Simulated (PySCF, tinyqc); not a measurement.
Inside a calculation. Method: CIS on RHF in the sto-3g basis, frozen core, for BH, spin multiplicity 1. The lowest restricted solution is unstable here: a spin-polarised one lies 0.0093 hartree lower (PySCF). Computed by tinyqc, a small Python program that keeps every step (integrals from PySCF). Settings: charge = 0, multiplicity = 1, basis = sto-3g, method = RHF, frozen orbitals = 1, energy threshold = 1e-10, iteration cap = 65, orthogonalisation = symmetric, start = core, DIIS depth = 6. Command: `OMP_NUM_THREADS=1 python tinyqc.py 26160 26161 out.jsonl` (the two numbers bound the seeds that draw the settings). One thread of a shared host (Intel(R) Xeon(R) Processor @ 2.60GHz), about 0.05 s of CPU time with the checks. The early iterations of the SCF are left out here.

## One-electron integrals

Geometry (angstrom):

| atom | x | y | z |
|---|---|---|---|
| B | 0.000000 | 0.000000 | 0.000000 |
| H | 0.000000 | 0.000000 | 1.320000 |

Basis sto-3g: exponents (1/bohr^2) and contraction coefficients of normalised primitives:

| element | l (shell) | exponent | coefficient |
|---|---|---|---|
| B | s (1) | 48.791113 | 0.154329 |
| B | s (1) | 8.887362 | 0.535328 |
| B | s (1) | 2.405267 | 0.444635 |
| B | s (2) | 2.236956 | -0.099967 |
| B | s (2) | 0.519821 | 0.399513 |
| B | s (2) | 0.169062 | 0.700115 |
| B | p (3) | 2.236956 | 0.155916 |
| B | p (3) | 0.519821 | 0.607684 |
| B | p (3) | 0.169062 | 0.391957 |
| H | s (1) | 3.425251 | 0.154329 |
| H | s (1) | 0.623914 | 0.535328 |
| H | s (1) | 0.168855 | 0.444635 |

Overlap, kinetic and nuclear-attraction integrals over the contracted functions; the nuclear repulsion is the sum of Za Zb / Rab.

nuclear repulsion = 2.00445913 hartree

overlap S:
```
           1B 1s     1B 2s    1B 2px    1B 2py    1B 2pz     2H 1s
1B 1s   1.000000  0.269328  0.000000  0.000000  0.000000  0.049510
1B 2s   0.269328  1.000000  0.000000  0.000000  0.000000  0.410973
1B 2px  0.000000  0.000000  1.000000  0.000000  0.000000  0.000000
1B 2py  0.000000  0.000000  0.000000  1.000000  0.000000  0.000000
1B 2pz  0.000000  0.000000  0.000000  0.000000  1.000000  0.441736
2H 1s   0.049510  0.410973  0.000000  0.000000  0.441736  1.000000
```

kinetic energy T (hartree):
```
            1B 1s      1B 2s    1B 2px    1B 2py    1B 2pz      2H 1s
1B 1s   10.826302  -0.047967  0.000000  0.000000  0.000000  -0.013559
1B 2s   -0.047967   0.359168  0.000000  0.000000  0.000000   0.059376
1B 2px   0.000000   0.000000  1.123881  0.000000  0.000000   0.000000
1B 2py   0.000000   0.000000  0.000000  1.123881  0.000000   0.000000
1B 2pz   0.000000   0.000000  0.000000  0.000000  1.123881   0.169309
2H 1s   -0.013559   0.059376  0.000000  0.000000  0.169309   0.760032
```

nuclear attraction V (hartree):
```
             1B 1s      1B 2s     1B 2px     1B 2py     1B 2pz      2H 1s
1B 1s   -23.548280  -3.247334   0.000000   0.000000  -0.015102  -0.600816
1B 2s    -3.247334  -4.163986   0.000000   0.000000  -0.139117  -1.485931
1B 2px    0.000000   0.000000  -4.100400   0.000000   0.000000   0.000000
1B 2py    0.000000   0.000000   0.000000  -4.100400   0.000000   0.000000
1B 2pz   -0.015102  -0.139117   0.000000   0.000000  -4.200101  -1.524046
2H 1s    -0.600816  -1.485931   0.000000   0.000000  -1.524046  -3.213841
```

core Hamiltonian H = T + V (hartree):
```
             1B 1s      1B 2s     1B 2px     1B 2py     1B 2pz      2H 1s
1B 1s   -12.721978  -3.295301   0.000000   0.000000  -0.015102  -0.614374
1B 2s    -3.295301  -3.804818   0.000000   0.000000  -0.139117  -1.426555
1B 2px    0.000000   0.000000  -2.976519   0.000000   0.000000   0.000000
1B 2py    0.000000   0.000000   0.000000  -2.976519   0.000000   0.000000
1B 2pz   -0.015102  -0.139117   0.000000   0.000000  -3.076221  -1.354737
2H 1s    -0.614374  -1.426555   0.000000   0.000000  -1.354737  -2.453809
```

## Two-electron integrals

Functions are numbered as in S; the eight-fold symmetry (ij|kl) = (ji|kl) = (kl|ij) leaves the list below.

Two-electron integrals (ij|kl) in chemists' order, unique and non-zero (hartree):
```
(11|11) 2.923513   (21|11) 0.518376   (21|21) 0.109262   (22|11) 0.744229
(22|21) 0.193177   (22|22) 0.544804   (31|31) 0.020264   (32|31) 0.029996
(32|32) 0.120346   (33|11) 0.742491   (33|21) 0.193240   (33|22) 0.544682
(33|33) 0.586773   (41|41) 0.020264   (42|41) 0.029996   (42|42) 0.120346
(43|43) 0.031630   (44|11) 0.742491   (44|21) 0.193240   (44|22) 0.544682
(44|33) 0.523513   (44|44) 0.586773   (51|51) 0.020264   (52|51) 0.029996
(52|52) 0.120346   (53|53) 0.031630   (54|54) 0.031630   (55|11) 0.742491
(55|21) 0.193240   (55|22) 0.544682   (55|33) 0.523513   (55|44) 0.523513
(55|55) 0.586773   (61|11) 0.094843   (61|21) 0.019931   (61|22) 0.035385
(61|33) 0.035215   (61|44) 0.035215   (61|51) 0.001432   (61|52) 0.002649
(61|55) 0.035745   (61|61) 0.003749   (62|11) 0.234922   (62|21) 0.061962
(62|22) 0.193000   (62|33) 0.187423   (62|44) 0.187423   (62|51) 0.006814
(62|52) 0.041987   (62|55) 0.203971   (62|61) 0.012072   (62|62) 0.095348
(63|31) 0.006118   (63|32) 0.028801   (63|53) 0.007778   (63|63) 0.010328
(64|41) 0.006118   (64|42) 0.028801   (64|54) 0.007778   (64|64) 0.010328
(65|11) 0.222320   (65|21) 0.059404   (65|22) 0.195264   (65|33) 0.184914
(65|44) 0.184914   (65|51) 0.011740   (65|52) 0.067498   (65|55) 0.215753
(65|61) 0.012119   (65|62) 0.112858   (65|65) 0.141197   (66|11) 0.397074
(66|21) 0.106663   (66|22) 0.376312   (66|33) 0.354108   (66|44) 0.354108
(66|51) 0.013996   (66|52) 0.115067   (66|55) 0.420266   (66|61) 0.021150
(66|62) 0.239632   (66|65) 0.307863   (66|66) 0.774606
```

## Orthogonalisation

S = U s U^T; symmetric (Loewdin) form X = U s^(-1/2) U^T, so that X^T S X = 1.

eigenvalues of S: 0.379891  0.797105  1.000000  1.000000  1.173102  1.649901

X:
```
            1B 1s      1B 2s    1B 2px    1B 2py     1B 2pz      2H 1s
1B 1s    1.030160  -0.151801  0.000000  0.000000  -0.011071   0.026446
1B 2s   -0.151801   1.121861  0.000000  0.000000   0.097232  -0.279317
1B 2px   0.000000   0.000000  1.000000  0.000000   0.000000   0.000000
1B 2py   0.000000   0.000000  0.000000  1.000000   0.000000   0.000000
1B 2pz  -0.011071   0.097232  0.000000  0.000000   1.101533  -0.292970
2H 1s    0.026446  -0.279317  0.000000  0.000000  -0.292970   1.190753
```

## Starting guess

The start is the orbitals of the core Hamiltonian; D = 2 C_occ C_occ^T.

D at the start:
```
            1B 1s      1B 2s    1B 2px    1B 2py     1B 2pz      2H 1s
1B 1s    2.162380  -0.610954  0.000000  0.000000  -0.032089   0.052222
1B 2s   -0.610954   2.287502  0.000000  0.000000   0.142682  -0.167887
1B 2px   0.000000   0.000000  0.000000  0.000000   0.000000   0.000000
1B 2py   0.000000   0.000000  0.000000  0.000000   0.000000   0.000000
1B 2pz  -0.032089   0.142682  0.000000  0.000000   2.154738  -0.193101
2H 1s    0.052222  -0.167887  0.000000  0.000000  -0.193101   0.027896
```

## Iteration 6 (converged): orbitals

converged F (hartree):
```
            1B 1s      1B 2s    1B 2px    1B 2py     1B 2pz      2H 1s
1B 1s   -7.340361  -2.144606  0.000000  0.000000  -0.021457  -0.407835
1B 2s   -2.144606  -1.020711  0.000000  0.000000  -0.039366  -0.469972
1B 2px   0.000000   0.000000  0.268307  0.000000   0.000000   0.000000
1B 2py   0.000000   0.000000  0.000000  0.268307   0.000000   0.000000
1B 2pz  -0.021457  -0.039366  0.000000  0.000000  -0.090970  -0.388442
2H 1s   -0.407835  -0.469972  0.000000  0.000000  -0.388442  -0.343922
```

Diagonalise F' = X^T F X, C = X C', fill 3 alpha and 3 beta electrons from the bottom; D = 2 C_occ C_occ^T. Each column has its largest component positive (the first on a tie).

F' = X^T F X (hartree):
```
           1          2         3         4          5          6
1  -7.160701  -1.121782  0.000000  0.000000  -0.045067  -0.028084
2  -1.121782  -0.477932  0.000000  0.000000   0.129730  -0.339782
3   0.000000   0.000000  0.268307  0.000000   0.000000   0.000000
4   0.000000   0.000000  0.000000  0.268307   0.000000   0.000000
5  -0.045067   0.129730  0.000000  0.000000   0.121100  -0.447578
6  -0.028084  -0.339782  0.000000  0.000000  -0.447578   0.003309
```

orbital energies (hartree): MO1 -7.345017, MO2 -0.549001, MO3 -0.248045, MO4 0.268307, MO5 0.268307, MO6 0.627838

coefficients C:
```
              MO1        MO2        MO3       MO4        MO5        MO6
1B 1s    0.992245  -0.214216  -0.196922  0.000000   0.000000   0.126014
1B 2s    0.028767   0.631255   0.757472  0.000000   0.000000  -0.629297
1B 2px   0.000000   0.000000   0.000000  0.609023   0.793153   0.000000
1B 2py   0.000000   0.000000   0.000000  0.793153  -0.609023   0.000000
1B 2pz   0.005658   0.203244  -0.577040  0.000000   0.000000  -0.966679
2H 1s   -0.006519   0.499140  -0.416794  0.000000   0.000000   1.076820
```

D after iteration 6:
```
            1B 1s      1B 2s    1B 2px    1B 2py     1B 2pz      2H 1s
1B 1s    2.138432  -0.511686  0.000000  0.000000   0.151415  -0.062631
1B 2s   -0.511686   1.946149  0.000000  0.000000  -0.617261  -0.001626
1B 2px   0.000000   0.000000  0.000000  0.000000   0.000000   0.000000
1B 2py   0.000000   0.000000  0.000000  0.000000   0.000000   0.000000
1B 2pz   0.151415  -0.617261  0.000000  0.000000   0.748632   0.683834
2H 1s   -0.062631  -0.001626  0.000000  0.000000   0.683834   0.845799
```

Within a degenerate level the vectors are fixed only up to a rotation; this is one choice.

## Convergence

Stop when the energy changes by less than 1e-10 hartree and every element of the error matrix X^T (F D S - S D F) X is below 3e-06.

Course of the cycle:

| iteration | E (hartree) | change | largest element of the error matrix |
|---|---|---|---|
| 1 | -24.11599554 | - | 6.61e-01 |
| 2 | -24.74206538 | -6.26e-01 | 7.13e-02 |
| 3 | -24.74733441 | -5.27e-03 | 1.28e-02 |
| 4 | -24.74757804 | -2.44e-04 | 1.66e-03 |
| 5 | -24.74758246 | -4.42e-06 | 6.04e-06 |
| 6 | -24.74758246 | -5.62e-11 | 4.29e-07 |

PySCF RHF in the same basis = -24.74758246 hartree

Converged in 6 iterations.

## Populations, bond orders and dipole

Mulliken: Z minus the diagonal of D S on the atom; Loewdin: the same with S^(1/2) D S^(1/2); Mayer order: 2 sum_s sum (D(s) S)_ij (D(s) S)_ji over the two atoms.

Charges (e):

| atom | Mulliken | Loewdin |
|---|---|---|
| 1B | 0.144105 | 0.128745 |
| 2H | -0.144105 | -0.128745 |

Mayer bond orders:

| pair | order |
|---|---|
| 2-1 | 0.979234 |

dipole moment about the origin, x y z (debye): 0.000000  0.000000  0.777330

## Integrals over molecular orbitals

(pq|rs) = sum C_ip C_jq C_kr C_ls (ij|kl), one index at a time.

one-electron integrals over orbitals h = C^T H C (hartree):
```
            1          2          3          4          5          6
1  -12.708526   0.269608   0.234114   0.000000   0.000000  -0.146028
2    0.269608  -3.023986  -0.165905   0.000000   0.000000   0.471840
3    0.234114  -0.165905  -2.877467   0.000000   0.000000  -0.237881
4    0.000000   0.000000   0.000000  -2.976519   0.000000   0.000000
5    0.000000   0.000000   0.000000   0.000000  -2.976519   0.000000
6   -0.146028   0.471840  -0.237881   0.000000   0.000000  -2.484603
```

Two-electron integrals over orbitals (pq|rs), unique and non-zero (hartree); the lowest 1 orbital is frozen and left out:
```
(22|22) 0.556129    (32|22) -0.068222   (32|32) 0.079073    (33|22) 0.421906
(33|32) 0.050466    (33|33) 0.546452    (42|42) 0.063072    (43|42) 0.044302
(43|43) 0.059774    (44|22) 0.456800    (44|32) 0.053632    (44|33) 0.495879
(44|44) 0.586773    (52|52) 0.063072    (53|52) 0.044302    (53|53) 0.059774
(54|54) 0.031630    (55|22) 0.456800    (55|32) 0.053632    (55|33) 0.495879
(55|44) 0.523513    (55|55) 0.586773    (62|22) -0.010901   (62|32) -0.052013
(62|33) -0.023298   (62|44) -0.093654   (62|55) -0.093654   (62|62) 0.118790
(63|22) -0.046759   (63|32) 0.067878    (63|33) 0.071559    (63|44) 0.049744
(63|55) 0.049744    (63|62) -0.057049   (63|63) 0.084750    (64|42) -0.035134
(64|43) -0.010552   (64|64) 0.031190    (65|52) -0.035134   (65|53) -0.010552
(65|65) 0.031190    (66|22) 0.557828    (66|32) -0.064041   (66|33) 0.456424
(66|44) 0.467232    (66|55) 0.467232    (66|62) 0.005586    (66|63) -0.041474
(66|66) 0.596891
```

## CIS matrix, singlets

A(ia,jb) = (e_a - e_i) d_ij d_ab + 2 (ia|jb) - (ij|ab).

CIS matrix A, singlet (hartree):
```
          2>4       2>5        2>6       3>4       3>5        3>6
2>4  0.486652  0.000000   0.000000  0.034972  0.000000   0.000000
2>5  0.000000  0.486652   0.000000  0.000000  0.034972   0.000000
2>6  0.000000  0.000000   0.856591  0.000000  0.000000  -0.050056
3>4  0.034972  0.000000   0.000000  0.140021  0.000000   0.000000
3>5  0.000000  0.034972   0.000000  0.000000  0.140021   0.000000
3>6  0.000000  0.000000  -0.050056  0.000000  0.000000   0.588959
```

## CIS singlet states

dipole integrals <i|r|a> (bohr):
```
            x          y          z
2>4  0.450643   0.586889   0.000000
2>5  0.586889  -0.450643   0.000000
2>6  0.000000   0.000000   0.625781
3>4  0.354619   0.461834   0.000000
3>5  0.461834  -0.354619   0.000000
3>6  0.000000   0.000000  -1.033707
```

Diagonalise A (1 hartree = 27.211386 eV); each vector has its largest component positive (the first on a tie). The transition dipole is mu = sqrt2 sum c_ia <i|r|a>.

singlet excitation energies (eV): 3.715112  3.715112  13.337534  13.337534  15.779965  23.555446

lowest vectors:
```
       state 1    state 2   state 3    state 4   state 5    state 6
2>4  -0.014892  -0.098269  0.000054   0.995048  0.000000   0.000000
2>5  -0.098269   0.014892  0.995048  -0.000054  0.000000   0.000000
2>6   0.000000   0.000000  0.000000   0.000000  0.178023   0.984026
3>4   0.149094   0.983815  0.000005   0.099391  0.000000   0.000000
3>5   0.983815  -0.149094  0.099391  -0.000005  0.000000   0.000000
3>6   0.000000   0.000000  0.000000   0.000000  0.984026  -0.178023
```

oscillator strengths 2/3 w |mu|^2: 0.046580  0.046580  0.412166  0.412166  0.634382  0.738331

Within a degenerate level the vectors are fixed only up to a rotation; this is one choice.

## CIS matrix, triplets

A(ia,jb) = (e_a - e_i) d_ij d_ab - (ij|ab).

CIS matrix A, triplet (hartree):
```
           2>4        2>5       2>6        3>4        3>5       3>6
2>4   0.360508   0.000000  0.000000  -0.053632   0.000000  0.000000
2>5   0.000000   0.360508  0.000000   0.000000  -0.053632  0.000000
2>6   0.000000   0.000000  0.619011   0.000000   0.000000  0.064041
3>4  -0.053632   0.000000  0.000000   0.020474   0.000000  0.000000
3>5   0.000000  -0.053632  0.000000   0.000000   0.020474  0.000000
3>6   0.000000   0.000000  0.064041   0.000000   0.000000  0.419459
```

## CIS triplet states

Diagonalise A (1 hartree = 27.211386 eV); each vector has its largest component positive (the first on a tie).

triplet excitation energies (eV): 0.332395  0.332395  10.034649  10.034649  10.902927  17.355296

lowest vectors:
```
      state 1    state 2    state 3    state 4    state 5   state 6
2>4  0.095763   0.118286   0.960097   0.234631   0.000000  0.000000
2>5  0.118286  -0.095763  -0.234631   0.960097   0.000000  0.000000
2>6  0.000000   0.000000   0.000000   0.000000  -0.281456  0.959574
3>4  0.621900   0.768166  -0.147840  -0.036130   0.000000  0.000000
3>5  0.768166  -0.621900   0.036130  -0.147840   0.000000  0.000000
3>6  0.000000   0.000000   0.000000   0.000000   0.959574  0.281456
```

Within a degenerate level the vectors are fixed only up to a rotation; this is one choice.
